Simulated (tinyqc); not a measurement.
Worked calculation (part 2 of 2): RHF in the sto-3g basis, for H3O+, spin multiplicity 1. Computed by tinyqc, a small Python program that keeps every step (integrals from PySCF). Command: `OMP_NUM_THREADS=1 python tinyqc.py 20809 20810 out.jsonl` (the two numbers bound the seeds that draw the settings). One thread of a shared host (Intel(R) Xeon(R) Processor @ 2.60GHz), about 0.09 s of CPU time with the checks.

Geometry (angstrom):
```
atom          x          y         z
O      0.000000   0.000000  0.203000
H      1.236000   0.000000  0.000000
H     -0.618000   1.070000  0.000000
H     -0.618000  -1.070000  0.000000
```

## Iteration 1: diagonalisation and new density

Fock matrix F (hartree), order 1O 1s, 1O 2s, 1O 2px, 1O 2py, 1O 2pz, 2H 1s, 3H 1s, 4H 1s:
$$\begin{pmatrix}
-19.109520 & -4.943007 & 0.000006 & 0.000000 & 0.003596 & -0.572720 & -0.573179 & -0.573179 \\
-4.943007 & -2.094158 & 0.000092 & 0.000000 & 0.056014 & -0.515015 & -0.515348 & -0.515348 \\
0.000006 & 0.000092 & -0.086108 & 0.000000 & -0.000014 & -0.254546 & 0.127389 & 0.127389 \\
0.000000 & 0.000000 & 0.000000 & -0.086118 & 0.000000 & 0.000000 & -0.220526 & 0.220526 \\
0.003596 & 0.056014 & -0.000014 & 0.000000 & 0.005817 & 0.052615 & 0.052653 & 0.052653 \\
-0.572720 & -0.515015 & -0.254546 & 0.000000 & 0.052615 & -0.298759 & -0.114824 & -0.114824 \\
-0.573179 & -0.515348 & 0.127389 & -0.220526 & 0.052653 & -0.114824 & -0.298854 & -0.114934 \\
-0.573179 & -0.515348 & 0.127389 & 0.220526 & 0.052653 & -0.114824 & -0.114934 & -0.298854
\end{pmatrix}$$

X, order 1O 1s, 1O 2s, 1O 2px, 1O 2py, 1O 2pz, 2H 1s, 3H 1s, 4H 1s:
$$\begin{pmatrix}
1.023629 & -0.135854 & 0.000005 & 0.000000 & 0.001927 & 0.015268 & 0.015276 & 0.015276 \\
-0.135854 & 1.137500 & -0.000052 & 0.000000 & -0.016988 & -0.161693 & -0.161813 & -0.161813 \\
0.000005 & -0.000052 & 1.052432 & 0.000000 & 0.000009 & -0.163494 & 0.081808 & 0.081808 \\
0.000000 & 0.000000 & 0.000000 & 1.052452 & 0.000000 & 0.000000 & -0.141661 & 0.141661 \\
0.001927 & -0.016988 & 0.000009 & 0.000000 & 1.002497 & 0.023862 & 0.023884 & 0.023884 \\
0.015268 & -0.161693 & -0.163494 & 0.000000 & 0.023862 & 1.077040 & -0.030624 & -0.030624 \\
0.015276 & -0.161813 & 0.081808 & -0.141661 & 0.023884 & -0.030624 & 1.077132 & -0.030656 \\
0.015276 & -0.161813 & 0.081808 & 0.141661 & 0.023884 & -0.030624 & -0.030656 & 1.077132
\end{pmatrix}$$

Diagonalise F' = X^T F X, C = X C', fill 5 alpha and 5 beta electrons from the bottom; D = 2 C_occ C_occ^T. Each column has its largest component positive (the first on a tie).

F' = X^T F X (hartree):
$$\begin{pmatrix}
-18.734846 & -2.634265 & 0.000015 & 0.000000 & 0.005995 & -0.045412 & -0.045499 & -0.045499 \\
-2.634265 & -1.084075 & 0.000007 & 0.000000 & 0.026863 & -0.234870 & -0.235044 & -0.235044 \\
0.000015 & 0.000007 & 0.028713 & 0.000000 & 0.000005 & -0.258826 & 0.129514 & 0.129514 \\
0.000000 & 0.000000 & 0.000000 & 0.028744 & 0.000000 & 0.000000 & -0.224259 & 0.224259 \\
0.005995 & 0.026863 & 0.000005 & 0.000000 & 0.011352 & 0.041560 & 0.041598 & 0.041598 \\
-0.045412 & -0.234870 & -0.258826 & 0.000000 & 0.041560 & -0.123559 & -0.032680 & -0.032680 \\
-0.045499 & -0.235044 & 0.129514 & -0.224259 & 0.041598 & -0.032680 & -0.123441 & -0.032708 \\
-0.045499 & -0.235044 & 0.129514 & 0.224259 & 0.041598 & -0.032680 & -0.032708 & -0.123441
\end{pmatrix}$$

orbital energies (hartree): MO1 -19.120600, MO2 -0.914579, MO3 -0.353732, MO4 -0.353722, MO5 -0.031775, MO6 0.070527, MO7 0.291597, MO8 0.291733

coefficients C, order 1O 1s, 1O 2s, 1O 2px, 1O 2py, 1O 2pz, 2H 1s, 3H 1s, 4H 1s:
$$\begin{pmatrix}
0.993368 & -0.238495 & -0.000041 & 0.000000 & -0.111791 & 0.104015 & 0.000092 & 0.000000 \\
0.028131 & 0.870473 & 0.000192 & 0.000000 & 0.563515 & -0.561335 & -0.000554 & 0.000000 \\
-0.000002 & -0.000104 & 0.517527 & 0.000000 & 0.000174 & -0.000461 & 0.938027 & 0.000000 \\
0.000000 & 0.000000 & 0.000000 & 0.517581 & 0.000000 & 0.000000 & 0.000000 & 0.938030 \\
-0.000794 & -0.056834 & 0.000015 & 0.000000 & 0.708213 & 0.708665 & 0.000229 & 0.000000 \\
-0.004064 & 0.136605 & 0.591932 & 0.000000 & -0.376458 & 0.459255 & -0.702760 & 0.000000 \\
-0.004067 & 0.136704 & -0.295876 & 0.512558 & -0.376243 & 0.458801 & 0.351950 & -0.609056 \\
-0.004067 & 0.136704 & -0.295876 & -0.512558 & -0.376243 & 0.458801 & 0.351950 & 0.609056
\end{pmatrix}$$

D after iteration 1, order 1O 1s, 1O 2s, 1O 2px, 1O 2py, 1O 2pz, 2H 1s, 3H 1s, 4H 1s:
$$\begin{pmatrix}
2.112314 & -0.485310 & -0.000035 & 0.000000 & -0.132812 & 0.010888 & 0.010860 & 0.010860 \\
-0.485310 & 2.152130 & 0.000214 & 0.000000 & 0.699188 & -0.186459 & -0.186386 & -0.186386 \\
-0.000035 & 0.000214 & 0.535668 & 0.000000 & 0.000274 & 0.612522 & -0.306407 & -0.306407 \\
0.000000 & 0.000000 & 0.000000 & 0.535780 & 0.000000 & 0.000000 & 0.530581 & -0.530581 \\
-0.132812 & 0.699188 & 0.000274 & 0.000000 & 1.009593 & -0.548728 & -0.548462 & -0.548462 \\
0.010888 & -0.186459 & 0.612522 & 0.000000 & -0.548728 & 1.021564 & -0.029616 & -0.029616 \\
0.010860 & -0.186386 & -0.306407 & 0.530581 & -0.548462 & -0.029616 & 1.021044 & -0.029820 \\
0.010860 & -0.186386 & -0.306407 & -0.530581 & -0.548462 & -0.029616 & -0.029820 & 1.021044
\end{pmatrix}$$

Within a degenerate level the vectors are fixed only up to a rotation; this is one choice.

## Iteration 2: building the Fock matrix

core Hamiltonian H = T + V (hartree), order 1O 1s, 1O 2s, 1O 2px, 1O 2py, 1O 2pz, 2H 1s, 3H 1s, 4H 1s:
$$\begin{pmatrix}
-32.882920 & -7.651152 & 0.000007 & 0.000000 & 0.004410 & -0.874601 & -0.875305 & -0.875305 \\
-7.651152 & -9.509258 & 0.000090 & 0.000000 & 0.054955 & -2.290406 & -2.291869 & -2.291869 \\
0.000007 & 0.000090 & -7.745037 & 0.000000 & -0.000013 & -1.751806 & 0.876643 & 0.876643 \\
0.000000 & 0.000000 & 0.000000 & -7.745048 & 0.000000 & 0.000000 & -1.517779 & 1.517779 \\
0.004410 & 0.054955 & -0.000013 & 0.000000 & -7.656353 & 0.298353 & 0.298596 & 0.298596 \\
-0.874601 & -2.290406 & -1.751806 & 0.000000 & 0.298353 & -4.302544 & -0.562301 & -0.562301 \\
-0.875305 & -2.291869 & 0.876643 & -1.517779 & 0.298596 & -0.562301 & -4.303490 & -0.562873 \\
-0.875305 & -2.291869 & 0.876643 & 1.517779 & 0.298596 & -0.562301 & -0.562873 & -4.303490
\end{pmatrix}$$

nuclear repulsion = 10.88301721 hartree

Given earlier and not repeated: Two-electron integrals (ij|kl) in chemists' order.

J_ij = sum D_kl (ij|kl), K_ij = sum D_kl (ik|jl); F = H + J - 0.5 K; E = tr D H + tr D J / 2 - 0.25 tr D K + E_nn.

Coulomb J (hartree), order 1O 1s, 1O 2s, 1O 2px, 1O 2py, 1O 2pz, 2H 1s, 3H 1s, 4H 1s:
$$\begin{pmatrix}
15.889791 & 2.938550 & 0.000001 & 0.000000 & 0.023415 & 0.334598 & 0.334868 & 0.334868 \\
2.938550 & 7.286678 & -0.000013 & 0.000000 & 0.076070 & 1.791846 & 1.792962 & 1.792962 \\
0.000001 & -0.000013 & 7.293633 & 0.000000 & 0.000036 & 1.505249 & -0.753238 & -0.753238 \\
0.000000 & 0.000000 & 0.000000 & 7.293626 & 0.000000 & 0.000000 & 1.304141 & -1.304141 \\
0.023415 & 0.076070 & 0.000036 & 0.000000 & 7.248845 & -0.237261 & -0.237460 & -0.237460 \\
0.334598 & 1.791846 & 1.505249 & 0.000000 & -0.237261 & 4.149477 & 0.452505 & 0.452505 \\
0.334868 & 1.792962 & -0.753238 & 1.304141 & -0.237460 & 0.452505 & 4.149996 & 0.452971 \\
0.334868 & 1.792962 & -0.753238 & -1.304141 & -0.237460 & 0.452505 & 0.452971 & 4.149996
\end{pmatrix}$$

exchange K (hartree), order 1O 1s, 1O 2s, 1O 2px, 1O 2py, 1O 2pz, 2H 1s, 3H 1s, 4H 1s:
$$\begin{pmatrix}
9.729650 & 1.578494 & -0.000004 & 0.000000 & -0.002519 & 0.188209 & 0.188359 & 0.188359 \\
1.578494 & 2.278477 & -0.000007 & 0.000000 & 0.260727 & 0.664756 & 0.665134 & 0.665134 \\
-0.000004 & -0.000007 & 1.361527 & 0.000000 & 0.000292 & 0.628982 & -0.314695 & -0.314695 \\
0.000000 & 0.000000 & 0.000000 & 1.361708 & 0.000000 & 0.000000 & 0.544891 & -0.544891 \\
-0.002519 & 0.260727 & 0.000292 & 0.000000 & 1.451716 & -0.206923 & -0.206942 & -0.206942 \\
0.188209 & 0.664756 & 0.628982 & 0.000000 & -0.206923 & 1.162360 & 0.138169 & 0.138169 \\
0.188359 & 0.665134 & -0.314695 & 0.544891 & -0.206942 & 0.138169 & 1.162328 & 0.138311 \\
0.188359 & 0.665134 & -0.314695 & -0.544891 & -0.206942 & 0.138169 & 0.138311 & 1.162328
\end{pmatrix}$$

Fock matrix F (hartree), order 1O 1s, 1O 2s, 1O 2px, 1O 2py, 1O 2pz, 2H 1s, 3H 1s, 4H 1s:
$$\begin{pmatrix}
-21.857954 & -5.501849 & 0.000011 & 0.000000 & 0.029085 & -0.634107 & -0.634616 & -0.634616 \\
-5.501849 & -3.361818 & 0.000080 & 0.000000 & 0.000662 & -0.830938 & -0.831474 & -0.831474 \\
0.000011 & 0.000080 & -1.132168 & 0.000000 & -0.000123 & -0.561047 & 0.280753 & 0.280753 \\
0.000000 & 0.000000 & 0.000000 & -1.132276 & 0.000000 & 0.000000 & -0.486084 & 0.486084 \\
0.029085 & 0.000662 & -0.000123 & 0.000000 & -1.133365 & 0.164553 & 0.164607 & 0.164607 \\
-0.634107 & -0.830938 & -0.561047 & 0.000000 & 0.164553 & -0.734248 & -0.178880 & -0.178880 \\
-0.634616 & -0.831474 & 0.280753 & -0.486084 & 0.164607 & -0.178880 & -0.734658 & -0.179057 \\
-0.634616 & -0.831474 & 0.280753 & 0.486084 & 0.164607 & -0.178880 & -0.179057 & -0.734658
\end{pmatrix}$$

total energy of this density = -74.52535765 hartree

## Iteration 2: diagonalisation and new density

As before.

F' = X^T F X (hartree):
$$\begin{pmatrix}
-21.484744 & -2.720268 & 0.000022 & 0.000000 & 0.042362 & -0.048125 & -0.048217 & -0.048217 \\
-2.720268 & -2.301948 & -0.000021 & 0.000000 & -0.073414 & -0.310803 & -0.311016 & -0.311016 \\
0.000022 & -0.000021 & -0.986527 & 0.000000 & -0.000100 & -0.381159 & 0.190707 & 0.190707 \\
0.000000 & 0.000000 & 0.000000 & -0.986586 & 0.000000 & 0.000000 & -0.330228 & 0.330228 \\
0.042362 & -0.073414 & -0.000100 & 0.000000 & -1.116016 & 0.129908 & 0.129914 & 0.129914 \\
-0.048125 & -0.310803 & -0.381159 & 0.000000 & 0.129908 & -0.462095 & -0.040044 & -0.040044 \\
-0.048217 & -0.311016 & 0.190707 & -0.330228 & 0.129914 & -0.040044 & -0.462213 & -0.040064 \\
-0.048217 & -0.311016 & 0.190707 & 0.330228 & 0.129914 & -0.040044 & -0.040064 & -0.462213
\end{pmatrix}$$

orbital energies (hartree): MO1 -21.864247, MO2 -2.098572, MO3 -1.250031, MO4 -1.249900, MO5 -1.185168, MO6 -0.296997, MO7 -0.158725, MO8 -0.158705

coefficients C, order 1O 1s, 1O 2s, 1O 2px, 1O 2py, 1O 2pz, 2H 1s, 3H 1s, 4H 1s:
$$\begin{pmatrix}
0.995272 & -0.255410 & 0.000000 & -0.000087 & -0.025302 & -0.102642 & -0.000061 & 0.000000 \\
0.020293 & 0.997142 & 0.000000 & 0.000491 & 0.156313 & 0.609937 & 0.000409 & 0.000000 \\
-0.000002 & -0.000080 & 0.000000 & 0.818263 & -0.001531 & 0.000075 & -0.691500 & 0.000000 \\
0.000000 & 0.000000 & 0.818230 & 0.000000 & 0.000000 & 0.000000 & 0.000000 & -0.691585 \\
-0.001748 & 0.000148 & 0.000000 & 0.001771 & 0.950181 & -0.322727 & -0.000079 & 0.000000 \\
-0.002895 & 0.032225 & 0.000000 & 0.301582 & -0.147457 & -0.590494 & 0.867839 & 0.000000 \\
-0.002897 & 0.032273 & 0.261482 & -0.151258 & -0.146516 & -0.590055 & -0.434295 & 0.751859 \\
-0.002897 & 0.032273 & -0.261482 & -0.151258 & -0.146516 & -0.590055 & -0.434295 & -0.751859
\end{pmatrix}$$

D after iteration 2, order 1O 1s, 1O 2s, 1O 2px, 1O 2py, 1O 2pz, 2H 1s, 3H 1s, 4H 1s:
$$\begin{pmatrix}
2.112882 & -0.476876 & -0.000027 & 0.000000 & -0.051639 & -0.014815 & -0.014812 & -0.014812 \\
-0.476876 & 2.038277 & 0.000166 & 0.000000 & 0.297277 & 0.018346 & 0.018290 & 0.018290 \\
-0.000027 & 0.000166 & 1.339112 & 0.000000 & -0.000010 & 0.493993 & -0.247094 & -0.247094 \\
0.000000 & 0.000000 & 0.000000 & 1.339001 & 0.000000 & 0.000000 & 0.427905 & -0.427905 \\
-0.051639 & 0.297277 & -0.000010 & 0.000000 & 1.805701 & -0.279134 & -0.278950 & -0.278950 \\
-0.014815 & 0.018346 & 0.493993 & 0.000000 & -0.279134 & 0.227485 & -0.045927 & -0.045927 \\
-0.014812 & 0.018290 & -0.247094 & 0.427905 & -0.278950 & -0.045927 & 0.227537 & -0.045954 \\
-0.014812 & 0.018290 & -0.247094 & -0.427905 & -0.278950 & -0.045927 & -0.045954 & 0.227537
\end{pmatrix}$$

## Iteration 10 (converged): orbitals

converged F (hartree), order 1O 1s, 1O 2s, 1O 2px, 1O 2py, 1O 2pz, 2H 1s, 3H 1s, 4H 1s:
$$\begin{pmatrix}
-20.729436 & -5.274393 & 0.000008 & 0.000000 & 0.010477 & -0.609118 & -0.609607 & -0.609607 \\
-5.274393 & -2.801615 & 0.000057 & 0.000000 & 0.028001 & -0.735156 & -0.735586 & -0.735586 \\
0.000008 & 0.000057 & -0.663647 & 0.000000 & -0.000008 & -0.489024 & 0.244674 & 0.244674 \\
0.000000 & 0.000000 & 0.000000 & -0.663685 & 0.000000 & 0.000000 & -0.423631 & 0.423631 \\
0.010477 & 0.028001 & -0.000008 & 0.000000 & -0.777527 & 0.100029 & 0.100079 & 0.100079 \\
-0.609118 & -0.735156 & -0.489024 & 0.000000 & 0.100029 & -0.575078 & -0.144128 & -0.144128 \\
-0.609607 & -0.735586 & 0.244674 & -0.423631 & 0.100079 & -0.144128 & -0.575302 & -0.144292 \\
-0.609607 & -0.735586 & 0.244674 & 0.423631 & 0.100079 & -0.144128 & -0.144292 & -0.575302
\end{pmatrix}$$

As before.

F' = X^T F X (hartree):
$$\begin{pmatrix}
-20.353972 & -2.697138 & 0.000023 & 0.000000 & 0.017840 & -0.041414 & -0.041505 & -0.041505 \\
-2.697138 & -1.713243 & -0.000051 & 0.000000 & -0.018699 & -0.327646 & -0.327840 & -0.327840 \\
0.000023 & -0.000051 & -0.499804 & 0.000000 & 0.000015 & -0.397448 & 0.198840 & 0.198840 \\
0.000000 & 0.000000 & 0.000000 & -0.499793 & 0.000000 & 0.000000 & -0.344323 & 0.344323 \\
0.017840 & -0.018699 & 0.000015 & 0.000000 & -0.768353 & 0.072156 & 0.072193 & 0.072193 \\
-0.041414 & -0.327646 & -0.397448 & 0.000000 & 0.072156 & -0.315293 & -0.025560 & -0.025560 \\
-0.041505 & -0.327840 & 0.198840 & -0.344323 & 0.072193 & -0.025560 & -0.315245 & -0.025597 \\
-0.041505 & -0.327840 & 0.198840 & 0.344323 & 0.072193 & -0.025560 & -0.025597 & -0.315245
\end{pmatrix}$$

orbital energies (hartree): MO1 -20.737507, MO2 -1.582708, MO3 -0.892873, MO4 -0.892835, MO5 -0.789229, MO6 -0.092528, MO7 0.103302, MO8 0.103432

coefficients C, order 1O 1s, 1O 2s, 1O 2px, 1O 2py, 1O 2pz, 2H 1s, 3H 1s, 4H 1s:
$$\begin{pmatrix}
0.994531 & -0.245094 & 0.000000 & -0.000044 & -0.030861 & -0.129852 & 0.000116 & 0.000000 \\
0.023347 & 0.924479 & 0.000000 & 0.000223 & 0.150718 & 0.716407 & -0.000693 & 0.000000 \\
-0.000002 & -0.000058 & 0.000000 & 0.693092 & -0.000117 & 0.000459 & 0.816916 & 0.000000 \\
0.000000 & 0.000000 & 0.693091 & 0.000000 & 0.000000 & 0.000000 & 0.000000 & 0.816955 \\
-0.000975 & -0.038783 & 0.000000 & 0.000122 & 0.977660 & -0.222889 & 0.000190 & 0.000000 \\
-0.003291 & 0.095568 & 0.000000 & 0.440823 & -0.080057 & -0.596730 & -0.805981 & 0.000000 \\
-0.003293 & 0.095628 & 0.381795 & -0.220455 & -0.079955 & -0.595861 & 0.403700 & -0.698497 \\
-0.003293 & 0.095628 & -0.381795 & -0.220455 & -0.079955 & -0.595861 & 0.403700 & 0.698497
\end{pmatrix}$$

D after iteration 10, order 1O 1s, 1O 2s, 1O 2px, 1O 2py, 1O 2pz, 2H 1s, 3H 1s, 4H 1s:
$$\begin{pmatrix}
2.100230 & -0.416032 & -0.000028 & 0.000000 & -0.043273 & -0.048489 & -0.048471 & -0.048471 \\
-0.416032 & 1.755846 & 0.000166 & 0.000000 & 0.222949 & 0.152613 & 0.152459 & 0.152459 \\
-0.000028 & 0.000166 & 0.960753 & 0.000000 & -0.000056 & 0.611069 & -0.305584 & -0.305584 \\
0.000000 & 0.000000 & 0.000000 & 0.960749 & 0.000000 & 0.000000 & 0.529237 & -0.529237 \\
-0.043273 & 0.222949 & -0.000056 & 0.000000 & 1.914647 & -0.163836 & -0.163803 & -0.163803 \\
-0.048489 & 0.152613 & 0.611069 & 0.000000 & -0.163836 & 0.419755 & -0.163262 & -0.163262 \\
-0.048471 & 0.152459 & -0.305584 & 0.529237 & -0.163803 & -0.163262 & 0.419833 & -0.163236 \\
-0.048471 & 0.152459 & -0.305584 & -0.529237 & -0.163803 & -0.163262 & -0.163236 & 0.419833
\end{pmatrix}$$

## Convergence

Stop when the energy changes by less than 1e-09 hartree and every element of the error matrix X^T (F D S - S D F) X is below 9e-06.

Course of the cycle:
```
iteration   E (hartree)     change  largest element of the error matrix
1          -73.48320441          -                             5.23e-01
2          -74.52535765  -1.04e+00                             5.94e-01
3          -75.02688093  -5.02e-01                             3.06e-01
4          -75.14955017  -1.23e-01                             1.18e-01
5          -75.17800081  -2.85e-02                             2.24e-02
6          -75.18167648  -3.68e-03                             4.65e-03
7          -75.18171455  -3.81e-05                             5.12e-04
8          -75.18171510  -5.47e-07                             6.01e-05
9          -75.18171512  -1.72e-08                             7.51e-06
10         -75.18171512  -7.95e-11                             2.04e-07
```

PySCF RHF in the same basis = -75.18171512 hartree

Converged in 10 iterations.

## Populations, bond orders and dipole

overlap S, order 1O 1s, 1O 2s, 1O 2px, 1O 2py, 1O 2pz, 2H 1s, 3H 1s, 4H 1s:
$$\begin{pmatrix}
1.000000 & 0.236704 & 0.000000 & 0.000000 & 0.000000 & 0.026827 & 0.026849 & 0.026849 \\
0.236704 & 1.000000 & 0.000000 & 0.000000 & 0.000000 & 0.303834 & 0.304006 & 0.304006 \\
0.000000 & 0.000000 & 1.000000 & 0.000000 & 0.000000 & 0.278726 & -0.139466 & -0.139466 \\
0.000000 & 0.000000 & 0.000000 & 1.000000 & 0.000000 & 0.000000 & 0.241470 & -0.241470 \\
0.000000 & 0.000000 & 0.000000 & 0.000000 & 1.000000 & -0.045778 & -0.045812 & -0.045812 \\
0.026827 & 0.303834 & 0.278726 & 0.000000 & -0.045778 & 1.000000 & 0.094226 & 0.094226 \\
0.026849 & 0.304006 & -0.139466 & 0.241470 & -0.045812 & 0.094226 & 1.000000 & 0.094324 \\
0.026849 & 0.304006 & -0.139466 & -0.241470 & -0.045812 & 0.094226 & 0.094324 & 1.000000
\end{pmatrix}$$

Mulliken: Z minus the diagonal of D S on the atom; Loewdin: the same with S^(1/2) D S^(1/2); Mayer order: 2 sum_s sum (D(s) S)_ij (D(s) S)_ji over the two atoms.

Charges (e):
```
atom   Mulliken    Loewdin
1O    -0.164090  -0.033009
2H     0.388123   0.344452
3H     0.387983   0.344278
4H     0.387983   0.344278
```

Mayer bond orders:
```
pair     order
2-1   0.790374
3-1   0.790514
3-2   0.029493
4-1   0.790514
4-2   0.029493
4-3   0.029462
```

dipole moment about the origin, x y z (debye): [0.000729, 0.000000, -0.489585]
